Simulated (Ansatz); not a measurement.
A calculation with Ansatz (development build ahead of 0.2.0).

```yaml
crystal:
  periodic: [false, false, false]
  atoms:
    - { symbol: Li, position_ang: [0.0, 0.0, 0.41] }
    - { symbol: H, position_ang: [0.0, 0.0, -2.87] }
basis:
  gaussian: { orbitals: pcseg-2 }
magnetization:
  spin_polarized: true
hamiltonian:
  xc: pbe0
```

The input is written out in the form of the current development build from the run's settings.

Output:

- Converged: yes
- Total energy: -7.98052 hartree
- Spin squared of the determinant: 0.559
- Stability test: minimum

Caution: charge can spread falsely over distant fragments; the unrestricted determinant is spin contaminated.
